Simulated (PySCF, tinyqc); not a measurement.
RKS/LDA (PW92) in the sto-3g basis, for LiH, spin multiplicity 1, step by step. The lowest restricted solution is unstable here: a spin-polarised one lies 0.0048 hartree lower (PySCF). Computed by tinyqc, a small Python program that keeps every step (integrals from PySCF). Settings: charge = 0, multiplicity = 1, basis = sto-3g, energy threshold = 1e-10, iteration cap = 67, orthogonalisation = symmetric, start = atomic densities, DIIS depth = 3, DIIS from iteration = 2, shift = 0.2, method = RKS, functional = lda,pw, grid = [10, 14]. Command: `OMP_NUM_THREADS=1 python tinyqc.py 24026 24027 out.jsonl` (the two numbers bound the seeds that draw the settings). One thread of a shared host (Intel(R) Xeon(R) Processor @ 2.60GHz), about 0.7 s of CPU time with the checks. Later iterations appear only in the table of the cycle.

## One-electron integrals

Geometry (angstrom):
```
atom        x        y        z
Li    0.00000  0.00000  0.00000
H     0.00000  0.00000  3.05800
```

Basis sto-3g: exponents (1/bohr^2) and contraction coefficients of normalised primitives:
```
element  l (shell)  exponent  coefficient
Li           s (1)  16.11958      0.15433
Li           s (1)   2.93620      0.53533
Li           s (1)   0.79465      0.44463
Li           s (2)   0.63629     -0.09997
Li           s (2)   0.14786      0.39951
Li           s (2)   0.04809      0.70012
Li           p (3)   0.63629      0.15592
Li           p (3)   0.14786      0.60768
Li           p (3)   0.04809      0.39196
H            s (1)   3.42525      0.15433
H            s (1)   0.62391      0.53533
H            s (1)   0.16886      0.44463
```

Overlap, kinetic and nuclear-attraction integrals over the contracted functions; the nuclear repulsion is the sum of Za Zb / Rab.

nuclear repulsion = 0.5191405 hartree

overlap S, order 1Li 1s, 1Li 2s, 1Li 2px, 1Li 2py, 1Li 2pz, 2H 1s:
```
[[1.00000, 0.24114, 0.00000, 0.00000, 0.00000, 0.00163],
 [0.24114, 1.00000, 0.00000, 0.00000, 0.00000, 0.11652],
 [0.00000, 0.00000, 1.00000, 0.00000, 0.00000, 0.00000],
 [0.00000, 0.00000, 0.00000, 1.00000, 0.00000, 0.00000],
 [0.00000, 0.00000, 0.00000, 0.00000, 1.00000, 0.18223],
 [0.00163, 0.11652, 0.00000, 0.00000, 0.18223, 1.00000]]
```

kinetic energy T (hartree), order 1Li 1s, 1Li 2s, 1Li 2px, 1Li 2py, 1Li 2pz, 2H 1s:
```
[[3.57679, -0.02024, 0.00000, 0.00000, 0.00000, -0.00158],
 [-0.02024, 0.10216, 0.00000, 0.00000, 0.00000, -0.00246],
 [0.00000, 0.00000, 0.31968, 0.00000, 0.00000, 0.00000],
 [0.00000, 0.00000, 0.00000, 0.31968, 0.00000, 0.00000],
 [0.00000, 0.00000, 0.00000, 0.00000, 0.31968, 0.00345],
 [-0.00158, -0.00246, 0.00000, 0.00000, 0.00345, 0.76003]]
```

nuclear attraction V (hartree), order 1Li 1s, 1Li 2s, 1Li 2px, 1Li 2py, 1Li 2pz, 2H 1s:
```
[[-8.15593, -1.00607, 0.00000, 0.00000, -0.00441, -0.00567],
 [-1.00607, -1.37899, 0.00000, 0.00000, -0.05215, -0.14851],
 [0.00000, 0.00000, -1.35822, 0.00000, 0.00000, 0.00000],
 [0.00000, 0.00000, 0.00000, -1.35822, 0.00000, 0.00000],
 [-0.00441, -0.05215, 0.00000, 0.00000, -1.39113, -0.23361],
 [-0.00567, -0.14851, 0.00000, 0.00000, -0.23361, -1.74575]]
```

core Hamiltonian H = T + V (hartree), order 1Li 1s, 1Li 2s, 1Li 2px, 1Li 2py, 1Li 2pz, 2H 1s:
```
[[-4.57914, -1.02631, 0.00000, 0.00000, -0.00441, -0.00724],
 [-1.02631, -1.27683, 0.00000, 0.00000, -0.05215, -0.15097],
 [0.00000, 0.00000, -1.03854, 0.00000, 0.00000, 0.00000],
 [0.00000, 0.00000, 0.00000, -1.03854, 0.00000, 0.00000],
 [-0.00441, -0.05215, 0.00000, 0.00000, -1.07144, -0.23016],
 [-0.00724, -0.15097, 0.00000, 0.00000, -0.23016, -0.98572]]
```

## Two-electron integrals

Functions are numbered as in S; the eight-fold symmetry (ij|kl) = (ji|kl) = (kl|ij) leaves the list below.

Two-electron integrals (ij|kl) in chemists' order, unique and non-zero (hartree):
```
(11|11) 1.68040    (21|11) 0.26542    (21|21) 0.04994    (22|11) 0.39773
(22|21) 0.09286    (22|22) 0.29056    (31|31) 0.00898    (32|31) 0.01379
(32|32) 0.06418    (33|11) 0.39664    (33|21) 0.09288    (33|22) 0.29050
(33|33) 0.31295    (41|41) 0.00898    (42|41) 0.01379    (42|42) 0.06418
(43|43) 0.01687    (44|11) 0.39664    (44|21) 0.09288    (44|22) 0.29050
(44|33) 0.27921    (44|44) 0.31295    (51|51) 0.00898    (52|51) 0.01379
(52|52) 0.06418    (53|53) 0.01687    (54|54) 0.01687    (55|11) 0.39664
(55|21) 0.09288    (55|22) 0.29050    (55|33) 0.27921    (55|44) 0.27921
(55|55) 0.31295    (61|11) 0.00153    (61|21) 0.00030    (61|22) 0.00061
(61|33) 0.00060    (61|44) 0.00060    (61|51) 0.00005    (61|52) 0.00011
(61|55) 0.00064    (61|61) 2.25e-06   (62|11) 0.02562    (62|21) 0.00616
(62|22) 0.02396    (62|33) 0.02253    (62|44) 0.02253    (62|51) 0.00080
(62|52) 0.00744    (62|55) 0.02677    (62|61) 0.00005    (62|62) 0.00584
(63|31) 0.00018    (63|32) 0.00132    (63|53) 0.00072    (63|63) 0.00018
(64|41) 0.00018    (64|42) 0.00132    (64|54) 0.00072    (64|64) 0.00018
(65|11) 0.03918    (65|21) 0.00943    (65|22) 0.03696    (65|33) 0.03464
(65|44) 0.03464    (65|51) 0.00125    (65|52) 0.01170    (65|55) 0.04155
(65|61) 0.00008    (65|62) 0.00932    (65|65) 0.01489    (66|11) 0.17305
(66|21) 0.04173    (66|22) 0.17147    (66|33) 0.16092    (66|44) 0.16092
(66|51) 0.00441    (66|52) 0.05117    (66|55) 0.19224    (66|61) 0.00033
(66|62) 0.05883    (66|65) 0.09489    (66|66) 0.77461
```

## Orthogonalisation

S = U s U^T; symmetric (Loewdin) form X = U s^(-1/2) U^T, so that X^T S X = 1.

eigenvalues of S: [0.71596, 0.84493, 1.00000, 1.00000, 1.15347, 1.28563]

X, order 1Li 1s, 1Li 2s, 1Li 2px, 1Li 2py, 1Li 2pz, 2H 1s:
```
[[1.02299, -0.12625, 0.00000, 0.00000, -0.00162, 0.01053],
 [-0.12625, 1.02850, 0.00000, 0.00000, 0.00859, -0.06220],
 [0.00000, 0.00000, 1.00000, 0.00000, 0.00000, 0.00000],
 [0.00000, 0.00000, 0.00000, 1.00000, 0.00000, 0.00000],
 [-0.00162, 0.00859, 0.00000, 0.00000, 1.01290, -0.09391],
 [0.01053, -0.06220, 0.00000, 0.00000, -0.09391, 1.01838]]
```

## Starting guess

The start is atomic minimal-basis densities projected into this basis (PySCF's MINAO start) and scaled to the electron count of each spin; this density is not idempotent, so its energy is not variational and may lie below the converged one.

D at the start, order 1Li 1s, 1Li 2s, 1Li 2px, 1Li 2py, 1Li 2pz, 2H 1s:
```
[[2.07714, -0.22614, 0.00000, 0.00000, 0.00246, -0.02007],
 [-0.22614, 1.02033, 0.00000, 0.00000, -0.00461, 0.07487],
 [0.00000, 0.00000, 0.00000, 0.00000, 0.00000, 0.00000],
 [0.00000, 0.00000, 0.00000, 0.00000, 0.00000, 0.00000],
 [0.00246, -0.00461, 0.00000, 0.00000, 0.00163, 0.03921],
 [-0.02007, 0.07487, 0.00000, 0.00000, 0.03921, 0.97828]]
```

## Iteration 1: exchange-correlation on the grid

Becke grid with 10 radial and 14 angular points per atom, points of zero weight dropped. rho = sum D_ij phi_i phi_j; V_xc,ij = sum w v_xc phi_i phi_j; v_xc is d(rho eps)/d rho.

The 8 grid points with the largest w rho, of 276 (bohr, atomic units):
```
x                y         z         w      rho    eps_xc      v_xc
0.00000    0.00000   3.93444  10.96712  0.00781  -0.18274  -0.23764
-0.37560   0.37560   0.37560   0.20696  0.39035  -0.60337  -0.79118
0.37560    0.37560   0.37560   0.20696  0.39035  -0.60337  -0.79118
0.37560   -0.37560   0.37560   0.20696  0.39035  -0.60337  -0.79118
-0.37560  -0.37560   0.37560   0.20696  0.39035  -0.60337  -0.79118
0.37560   -0.37560  -0.37560   0.20696  0.39015  -0.60327  -0.79105
-0.37560   0.37560  -0.37560   0.20696  0.39015  -0.60327  -0.79105
0.37560    0.37560  -0.37560   0.20696  0.39015  -0.60327  -0.79105
```

electrons on the grid, sum of w rho = 4.07762

E_xc = sum of w rho eps_xc = -2.1057333 hartree

V_xc (hartree), order 1Li 1s, 1Li 2s, 1Li 2px, 1Li 2py, 1Li 2pz, 2H 1s:
```
[[-1.07017, -0.14089, 0.00000, 0.00000, 0.00001, -0.00078],
 [-0.14089, -0.18707, 0.00000, 0.00000, -0.00397, -0.03109],
 [0.00000, 0.00000, -0.18261, 0.00000, 0.00000, 0.00000],
 [0.00000, 0.00000, 0.00000, -0.18261, 0.00000, 0.00000],
 [0.00001, -0.00397, 0.00000, 0.00000, -0.18870, -0.05079],
 [-0.00078, -0.03109, 0.00000, 0.00000, -0.05079, -0.41400]]
```

## Iteration 1: building the Kohn-Sham matrix

J_ij = sum D_kl (ij|kl); F = H + J + V_xc; E = tr D H + tr D J / 2 + E_xc + E_nn.

Coulomb J (hartree), order 1Li 1s, 1Li 2s, 1Li 2px, 1Li 2py, 1Li 2pz, 2H 1s:
```
[[3.95297, 0.66610, 0.00000, 0.00000, 0.00445, 0.00400],
 [0.66610, 1.25529, 0.00000, 0.00000, 0.05156, 0.13402],
 [0.00000, 0.00000, 1.24222, 0.00000, 0.00000, 0.00000],
 [0.00000, 0.00000, 0.00000, 1.24222, 0.00000, 0.00000],
 [0.00445, 0.05156, 0.00000, 0.00000, 1.27409, 0.21018],
 [0.00400, 0.13402, 0.00000, 0.00000, 0.21018, 1.28942]]
```

Kohn-Sham matrix F (hartree), order 1Li 1s, 1Li 2s, 1Li 2px, 1Li 2py, 1Li 2pz, 2H 1s:
```
[[-1.69635, -0.50110, 0.00000, 0.00000, 0.00004, -0.00402],
 [-0.50110, -0.20861, 0.00000, 0.00000, -0.00456, -0.04805],
 [0.00000, 0.00000, 0.02108, 0.00000, 0.00000, 0.00000],
 [0.00000, 0.00000, 0.00000, 0.02108, 0.00000, 0.00000],
 [0.00004, -0.00456, 0.00000, 0.00000, 0.01394, -0.07078],
 [-0.00402, -0.04805, 0.00000, 0.00000, -0.07078, -0.11031]]
```

total energy of this density = -7.6977682 hartree

This density is the starting one; it is not idempotent, so its energy is not variational and may lie below the converged one.

## Iteration 1: diagonalisation and new density

A level shift of 0.2 hartree raises the virtual space: F + shift (S - S D(s) S), with D(s) the density of one spin (D/2). Diagonalise F' = X^T F X, C = X C', fill 2 alpha and 2 beta electrons from the bottom; D = 2 C_occ C_occ^T. Each column has its largest component positive (the first on a tie).

F' = X^T F X (hartree):
```
[[-1.64981, -0.30432, 0.00000, 0.00000, -0.00185, 0.01610],
 [-0.30432, -0.01090, 0.00000, 0.00000, 0.00232, -0.05603],
 [0.00000, 0.00000, 0.22108, 0.00000, 0.00000, 0.00000],
 [0.00000, 0.00000, 0.00000, 0.22108, 0.00000, 0.00000],
 [-0.00185, 0.00232, 0.00000, 0.00000, 0.22509, -0.07758],
 [0.01610, -0.05603, 0.00000, 0.00000, -0.07758, 0.00624]]
```

orbital energies (hartree): [-1.70451, -0.05040, 0.07368, 0.22108, 0.22108, 0.25185]

coefficients C, order 1Li 1s, 1Li 2s, 1Li 2px, 1Li 2py, 1Li 2pz, 2H 1s:
```
[[0.98453, -0.14320, -0.26712, 0.00000, 0.00000, -0.03748],
 [0.05774, 0.47362, 0.91235, 0.00000, 0.00000, 0.13289],
 [0.00000, 0.00000, 0.00000, 0.99770, -0.06777, 0.00000],
 [0.00000, 0.00000, 0.00000, 0.06777, 0.99770, 0.00000],
 [0.00084, 0.15869, -0.20001, 0.00000, 0.00000, 0.98472],
 [-0.00419, 0.79348, -0.49204, 0.00000, 0.00000, -0.42210]]
```

D after iteration 1, order 1Li 1s, 1Li 2s, 1Li 2px, 1Li 2py, 1Li 2pz, 2H 1s:
```
[[1.97961, -0.02194, 0.00000, 0.00000, -0.04379, -0.23551],
 [-0.02194, 0.45530, 0.00000, 0.00000, 0.15041, 0.75113],
 [0.00000, 0.00000, 0.00000, 0.00000, 0.00000, 0.00000],
 [0.00000, 0.00000, 0.00000, 0.00000, 0.00000, 0.00000],
 [-0.04379, 0.15041, 0.00000, 0.00000, 0.05037, 0.25183],
 [-0.23551, 0.75113, 0.00000, 0.00000, 0.25183, 1.25925]]
```

Within a degenerate level the vectors are fixed only up to a rotation; this is one choice.

## Iteration 2: exchange-correlation on the grid

As before.

The 8 grid points with the largest w rho, of 276 (bohr, atomic units):
```
x                y         z         w      rho    eps_xc      v_xc
0.00000    0.00000   3.93444  10.96712  0.01490  -0.22193  -0.28890
0.37560    0.37560  -0.37560   0.20696  0.38307  -0.59984  -0.78652
0.37560   -0.37560  -0.37560   0.20696  0.38307  -0.59984  -0.78652
-0.37560   0.37560  -0.37560   0.20696  0.38307  -0.59984  -0.78652
-0.37560  -0.37560  -0.37560   0.20696  0.38307  -0.59984  -0.78652
0.37560    0.37560   0.37560   0.20696  0.38088  -0.59877  -0.78511
-0.37560   0.37560   0.37560   0.20696  0.38088  -0.59877  -0.78511
0.37560   -0.37560   0.37560   0.20696  0.38088  -0.59877  -0.78511
```

electrons on the grid, sum of w rho = 4.09273

E_xc = sum of w rho eps_xc = -2.1640400 hartree

V_xc (hartree), order 1Li 1s, 1Li 2s, 1Li 2px, 1Li 2py, 1Li 2pz, 2H 1s:
```
[[-1.05881, -0.13816, 0.00000, 0.00000, -0.00180, -0.00078],
 [-0.13816, -0.15874, 0.00000, 0.00000, -0.02957, -0.03535],
 [0.00000, 0.00000, -0.15381, 0.00000, 0.00000, 0.00000],
 [0.00000, 0.00000, 0.00000, -0.15381, 0.00000, 0.00000],
 [-0.00180, -0.02957, 0.00000, 0.00000, -0.16281, -0.05802],
 [-0.00078, -0.03535, 0.00000, 0.00000, -0.05802, -0.45960]]
```

## Iteration 2: building the Kohn-Sham matrix

As before.

Coulomb J (hartree), order 1Li 1s, 1Li 2s, 1Li 2px, 1Li 2py, 1Li 2pz, 2H 1s:
```
[[3.79136, 0.63660, 0.00000, 0.00000, 0.01072, 0.00388],
 [0.63660, 1.20044, 0.00000, 0.00000, 0.09955, 0.15241],
 [0.00000, 0.00000, 1.18110, 0.00000, 0.00000, 0.00000],
 [0.00000, 0.00000, 0.00000, 1.18110, 0.00000, 0.00000],
 [0.01072, 0.09955, 0.00000, 0.00000, 1.23206, 0.24042],
 [0.00388, 0.15241, 0.00000, 0.00000, 0.24042, 1.55494]]
```

Kohn-Sham matrix F (hartree), order 1Li 1s, 1Li 2s, 1Li 2px, 1Li 2py, 1Li 2pz, 2H 1s:
```
[[-1.84659, -0.52786, 0.00000, 0.00000, 0.00451, -0.00414],
 [-0.52786, -0.23513, 0.00000, 0.00000, 0.01782, -0.03391],
 [0.00000, 0.00000, -0.01125, 0.00000, 0.00000, 0.00000],
 [0.00000, 0.00000, 0.00000, -0.01125, 0.00000, 0.00000],
 [0.00451, 0.01782, 0.00000, 0.00000, -0.00219, -0.04775],
 [-0.00414, -0.03391, 0.00000, 0.00000, -0.04775, 0.10961]]
```

total energy of this density = -7.6852879 hartree

## Iteration 2: diagonalisation and new density

As before.

F' = X^T F X (hartree):
```
[[-1.79513, -0.32140, 0.00000, 0.00000, 0.00420, 0.02879],
 [-0.32140, 0.00809, 0.00000, 0.00000, 0.00102, -0.11955],
 [0.00000, 0.00000, 0.18875, 0.00000, 0.00000, 0.00000],
 [0.00000, 0.00000, 0.00000, 0.18875, 0.00000, 0.00000],
 [0.00420, 0.00102, 0.00000, 0.00000, 0.19762, -0.09963],
 [0.02879, -0.11955, 0.00000, 0.00000, -0.09963, 0.18845]]
```

orbital energies (hartree): [-1.85075, -0.02518, 0.15038, 0.18875, 0.18875, 0.32457]

coefficients C, order 1Li 1s, 1Li 2s, 1Li 2px, 1Li 2py, 1Li 2pz, 2H 1s:
```
[[0.98655, -0.22539, 0.15962, 0.00000, 0.00000, 0.11402],
 [0.05080, 0.77782, -0.54932, 0.00000, 0.00000, -0.41032],
 [0.00000, 0.00000, 0.00000, 0.36251, 0.93198, 0.00000],
 [0.00000, 0.00000, 0.00000, 0.93198, -0.36251, 0.00000],
 [-0.00209, 0.20959, 0.74598, 0.00000, 0.00000, -0.65912],
 [-0.00411, 0.50504, 0.33251, 0.00000, 0.00000, 0.82720]]
```

D after iteration 2, order 1Li 1s, 1Li 2s, 1Li 2px, 1Li 2py, 1Li 2pz, 2H 1s:
```
[[2.04817, -0.25039, 0.00000, 0.00000, -0.09859, -0.23578],
 [-0.25039, 1.21518, 0.00000, 0.00000, 0.32583, 0.78524],
 [0.00000, 0.00000, 0.00000, 0.00000, 0.00000, 0.00000],
 [0.00000, 0.00000, 0.00000, 0.00000, 0.00000, 0.00000],
 [-0.09859, 0.32583, 0.00000, 0.00000, 0.08786, 0.21172],
 [-0.23578, 0.78524, 0.00000, 0.00000, 0.21172, 0.51016]]
```

Within a degenerate level the vectors are fixed only up to a rotation; this is one choice.

## Iteration 51 (converged): orbitals

converged F (hartree), order 1Li 1s, 1Li 2s, 1Li 2px, 1Li 2py, 1Li 2pz, 2H 1s:
```
[[-1.76563, -0.51170, 0.00000, 0.00000, 0.00471, -0.00405],
 [-0.51170, -0.21201, 0.00000, 0.00000, 0.01058, -0.04313],
 [0.00000, 0.00000, 0.01431, 0.00000, 0.00000, 0.00000],
 [0.00000, 0.00000, 0.00000, 0.01431, 0.00000, 0.00000],
 [0.00471, 0.01058, 0.00000, 0.00000, 0.01686, -0.06300],
 [-0.00405, -0.04313, 0.00000, 0.00000, -0.06300, -0.05588]]
```

Diagonalise F' = X^T F X, C = X C', fill 2 alpha and 2 beta electrons from the bottom; D = 2 C_occ C_occ^T. Each column has its largest component positive (the first on a tie).

F' = X^T F X (hartree):
```
[[-1.71896, -0.29148, 0.00000, 0.00000, 0.00130, 0.01315],
 [-0.29148, -0.11404, 0.00000, 0.00000, 0.01758, -0.03683],
 [0.00000, 0.00000, 0.01431, 0.00000, 0.00000, 0.00000],
 [0.00000, 0.00000, 0.00000, 0.01431, 0.00000, 0.00000],
 [0.00130, 0.01758, 0.00000, 0.00000, 0.02902, -0.06300],
 [0.01315, -0.03683, 0.00000, 0.00000, -0.06300, -0.04061]]
```

orbital energies (hartree): [-1.77029, -0.09865, -0.05063, 0.01431, 0.01431, 0.07498]

coefficients C, order 1Li 1s, 1Li 2s, 1Li 2px, 1Li 2py, 1Li 2pz, 2H 1s:
```
[[0.98560, -0.18335, -0.22555, 0.00000, 0.00000, -0.08169],
 [0.05409, 0.62316, 0.77364, 0.00000, 0.00000, 0.29653],
 [0.00000, 0.00000, 0.00000, 0.99998, -0.00703, 0.00000],
 [0.00000, 0.00000, 0.00000, 0.00703, 0.99998, 0.00000],
 [-0.00232, 0.20963, -0.47377, 0.00000, 0.00000, 0.87547],
 [-0.00413, 0.66501, -0.46205, 0.00000, 0.00000, -0.62782]]
```

D after iteration 51, order 1Li 1s, 1Li 2s, 1Li 2px, 1Li 2py, 1Li 2pz, 2H 1s:
```
[[2.01004, -0.12189, 0.00000, 0.00000, -0.08144, -0.25200],
 [-0.12189, 0.78250, 0.00000, 0.00000, 0.26101, 0.82836],
 [0.00000, 0.00000, 0.00000, 0.00000, 0.00000, 0.00000],
 [0.00000, 0.00000, 0.00000, 0.00000, 0.00000, 0.00000],
 [-0.08144, 0.26101, 0.00000, 0.00000, 0.08790, 0.27883],
 [-0.25200, 0.82836, 0.00000, 0.00000, 0.27883, 0.88450]]
```

Within a degenerate level the vectors are fixed only up to a rotation; this is one choice.

## Convergence

Stop when the energy changes by less than 1e-10 hartree and every element of the error matrix X^T (F D S - S D F) X is below 3e-06.

Course of the cycle:
```
iteration  E (hartree)     change  largest element of the error matrix
1           -7.6977682          -                             7.01e-02
2           -7.6852879   1.25e-02                             1.84e-01
3           -7.6789638   6.32e-03                             2.08e-01
4           -7.7026397  -2.37e-02                             1.51e-01
5           -7.7134712  -1.08e-02                             1.10e-01
6           -7.7192818  -5.81e-03                             7.78e-02
7           -7.7229797  -3.70e-03                             4.68e-02
8           -7.7240553  -1.08e-03                             3.32e-02
9           -7.7245580  -5.03e-04                             2.50e-02
10          -7.7248282  -2.70e-04                             1.94e-02
11          -7.7249850  -1.57e-04                             1.53e-02
12          -7.7250749  -9.00e-05                             1.24e-02
13          -7.7251406  -6.57e-05                             9.71e-03
14          -7.7251785  -3.78e-05                             7.82e-03
...                ...        ...                                  ...
38          -7.7252479  -1.30e-09                             4.66e-05
39          -7.7252479  -8.48e-10                             3.76e-05
40          -7.7252479  -5.51e-10                             3.03e-05
41          -7.7252479  -3.59e-10                             2.45e-05
42          -7.7252479  -2.33e-10                             1.97e-05
43          -7.7252479  -1.52e-10                             1.59e-05
44          -7.7252479  -9.86e-11                             1.28e-05
45          -7.7252479  -6.41e-11                             1.03e-05
46          -7.7252479  -4.17e-11                             8.34e-06
47          -7.7252479  -2.71e-11                             6.73e-06
48          -7.7252479  -1.76e-11                             5.43e-06
49          -7.7252479  -1.15e-11                             4.38e-06
50          -7.7252479  -7.46e-12                             3.53e-06
51          -7.7252479  -4.85e-12                             2.85e-06
```

PySCF RKS in the same basis, fine grid = -7.6766160 hartree

Converged in 51 iterations. The coarse grid moves the energy by -4.86e-02 hartree.

## Populations, bond orders and dipole

Mulliken: Z minus the diagonal of D S on the atom; Loewdin: the same with S^(1/2) D S^(1/2); Mayer order: 2 sum_s sum (D(s) S)_ij (D(s) S)_ji over the two atoms.

Charges (e):
```
atom  Mulliken   Loewdin
1Li    0.03142   0.02975
2H    -0.03142  -0.02975
```

Mayer bond orders:
```
pair    order
2-1   0.99901
```

dipole moment about the origin, x y z (debye): [0.00000, 0.00000, -4.12448]
